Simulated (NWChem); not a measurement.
Everything below was run with NWChem. System: ethanol (C2H6O), charge 0, spin multiplicity 1, at a geometry optimised with B3LYP/def2-SVP. Level: MP2/def2-TZVP, 3 core orbitals frozen.

Part of the output:

```
             Northwest Computational Chemistry Package (NWChem) 7.3.0
             --------------------------------------------------------

                                NWChem Input Module
                                -------------------

 Scaling coordinates for geometry "geometry" by  1.889725989
 (inverse scale =  0.529177249)

                             Geometry "geometry" -> ""
                             -------------------------

 Output coordinates in angstroms (scale by  1.889725989 to convert to a.u.)

  No.       Tag          Charge          X              Y              Z
 ---- ---------------- ---------- -------------- -------------- --------------
    1 C                    6.0000    -1.20340100     0.13643200     0.25063500
    2 C                    6.0000     0.07739000    -0.42639400    -0.35549500
    3 O                    8.0000     1.22870100     0.31321600    -0.00275500
    4 H                    1.0000    -2.08754000    -0.42787700    -0.08921100
    5 H                    1.0000    -1.33347600     1.19312400    -0.03170200
    6 H                    1.0000    -1.17892400     0.08035200     1.35322100
    7 H                    1.0000     0.18242600    -1.49778700    -0.08328900
    8 H                    1.0000     0.01932300    -0.38917000    -1.45594600
    9 H                    1.0000     1.32465500     0.27540200     0.95813200

 Effective nuclear repulsion energy (a.u.)      81.5052720398

            Nuclear Dipole moment (a.u.)
            ----------------------------
        X                 Y               Z
 ---------------- ---------------- ----------------
     0.0000113384    -0.0000000000     0.0000094486


 Summary of "ao basis" -> "" (spherical)
 ------------------------------------------------------------------------------
       Tag                 Description            Shells   Functions and Types
 ---------------- ------------------------------  ------  ---------------------
 *                         def2-tzvp                  on all atoms

 Summary of "ao basis" -> "ao basis" (spherical)
 ------------------------------------------------------------------------------
       Tag                 Description            Shells   Functions and Types
 ---------------- ------------------------------  ------  ---------------------
 C                         def2-tzvp                11       31   5s3p2d1f
 O                         def2-tzvp                11       31   5s3p2d1f
[...]
    3 O    8     8.54   0.79  1.18  0.56  0.96  0.31  1.85  2.05  0.81  0.00  0.03  0.00
    4 H    1     0.90   0.26  0.50  0.12  0.02
    5 H    1     0.89   0.26  0.49  0.11  0.02
    6 H    1     0.91   0.26  0.50  0.13  0.02
    7 H    1     0.93   0.27  0.51  0.13  0.02
    8 H    1     0.91   0.27  0.51  0.11  0.02
    9 H    1     0.68   0.25  0.35  0.04  0.05

       Multipole analysis of the density wrt the origin
       ------------------------------------------------

     L   x y z        total         open         nuclear
     -   - - -        -----         ----         -------
     0   0 0 0     -0.000000      0.000000     26.000000

     1   1 0 0     -0.456989      0.000000      0.000011
     1   0 1 0     -0.314035      0.000000     -0.000000
     1   0 0 1      0.444534      0.000000      0.000009

     2   2 0 0    -16.465085      0.000000    107.549155
     2   1 1 0     -0.457967      0.000000      4.239714
     2   1 0 1      1.852410      0.000000     -7.652112
     2   0 2 0    -15.246476      0.000000     21.680406
     2   0 1 1      0.340117      0.000000      7.756574
     2   0 0 2    -13.261522      0.000000     21.498278

                   NWChem MP2 Semi-direct Energy/Gradient Module
                   ---------------------------------------------

  Basis functions       =    129
  Molecular orbitals    =    129
  Frozen core           =      3
  Frozen virtuals       =      0
  Active alpha occupied =     10
  Active beta occupied  =     10
  Active alpha virtual  =    116
  Active beta virtual   =    116
  Use MO symmetry       = F
  Use skeleton AO sym   = F

  AO/Fock/Back tols     =   1.0D-09  1.0D-09  1.0D-09

 GA uses MA = F    GA memory limited = T

 Available:
  local mem=  1.26D+08
 global mem=  1.44D+08
 local disk=  0.00D+00
  mp2_memr nvloc                   116
  nvloc new                   116
   1 passes of  10:        5242880                      91924                  32870204.
   1 passes of  10: M    126151616           G      144145918           F     120908736.

 Semi-direct pass number   1 of   1  for RHF alpha+beta  at       12.4s
  vrange nnbf                  8327
  mp2_eaftype                   125  avail_ma_in_mb                  1099
 EAF : mp2_eaftype filesize         125   16435102.
  mp2_eaf for mointskh                    125
Node 0 wrote     77.3 Mb in      0.1 s     Agg I/O rate:  1058.0 Mb/s
 Done moints_semi at       21.9s
  mp2_eaftype                   125  avail_ma_in_mb                   974
 EAF : mp2_eaftype filesize         125   16435102.
  mp2_eaf for kh                   125
 Done maket at       22.4s
 Done multipass loop at       22.4s

          -------------------------------------------
          SCF energy                -154.144254073499
          Correlation energy          -0.583628395487
          Singlet pairs               -0.380528255574
          Triplet pairs               -0.203100139913
          Total MP2 energy          -154.727882468986
          -------------------------------------------

          ---------------------------------------------------
                    Spin Component Scaled (SCS) MP2
          Same spin pairs                     -0.135400093275
          Same spin scaling factor             0.333333333333
          Opposite spin pairs                 -0.448228302212
          Opposite spin scaling fact.          1.200000000000
          SCS-MP2 correlation energy          -0.583007327079
          Total SCS-MP2 energy              -154.727261400578
          ---------------------------------------------------

 -----------------------
 Performance information
 -----------------------

 Timer overhead =  1.83D-07 seconds/call

               Nr. of calls         CPU time (s)                 Wall time (s)                GFlops
             ---------------    -------------------     ------------------------------   -------------------
Name         Min   Avg   Max    Min     Avg     Max     Min     Avg     Max   Mx/calls   Min     Max     Sum
mp2: moin     1     1     1    9.5     9.5     9.5      9.5     9.5     9.5     9.5      0.0     0.0     0.0
mp2: make     1     1     1   0.49    0.49    0.49     0.49    0.49    0.49    0.49      0.0     0.0     0.0
mp2: tota     1     1     1    10.     10.     10.      10.     10.     10.     10.      0.0     0.0     0.0

 The average no. of pstat calls per process was 3.00D+00
 with a timing overhead of 5.48D-07s

 Task  times  cpu:       22.4s     wall:       22.4s

 Total times  cpu:       22.4s     wall:       22.4s
```

### Question
Write an NWChem input that would produce this output.

### Answer
This is not unique; one that fits is 
```
start mol
memory heap 200 mb stack 900 mb global 1100 mb
geometry units angstroms nocenter noautoz noautosym
  C     -1.203401     0.136432     0.250635
  C      0.077390    -0.426394    -0.355495
  O      1.228701     0.313216    -0.002755
  H     -2.087540    -0.427877    -0.089211
  H     -1.333476     1.193124    -0.031702
  H     -1.178924     0.080352     1.353221
  H      0.182426    -1.497787    -0.083289
  H      0.019323    -0.389170    -1.455946
  H      1.324655     0.275402     0.958132
end
basis spherical
  * library def2-tzvp
end
scf
  rhf
  nopen 0
  maxiter 100
  thresh 1e-7
  semidirect memsize 60000000 filesize 0
end
mp2
  freeze core 3
end
task mp2 energy
```
